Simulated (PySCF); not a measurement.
B3LYP has the VWN-RPA correlation part, as in Gaussian. Excitations are Tamm–Dancoff values on a coarser integration grid. The basis has no diffuse functions, so Rydberg states are missing or too high.

## AlF3, SMILES `[F][Al]([F])[F]` (charge 0, multiplicity 1)

All values below come from PySCF with B3LYP-D3(BJ)/def2-TZVP // PBE0-D3(BJ)/def2-TZVP.

| Property | Result |
|---|---|
| HOMO | -11.42 eV |
| dipole moment | 0.000 e·Å |
| LUMO | -1.89 eV |
| HOMO–LUMO gap | 9.53 eV |
| S1 excitation (TDA) | 8.16 eV |
| S1 oscillator strength | 0.000 |
| brightest of the four lowest singlets (TDA) | 8.96 eV |
| T1 excitation (TDA) | 7.93 eV |
| S1–T1 gap (TDA) | 0.23 eV |
| total energy | -14758.39 eV |
| cost | about 29 core-seconds (a rough figure) |

```xyz
4

F     -0.8492    -1.3902     0.0002
Al     0.0000     0.0000     0.0001
F      1.6286    -0.0404    -0.0004
F     -0.7794     1.4305     0.0001
```
Charge 0, spin multiplicity 1.
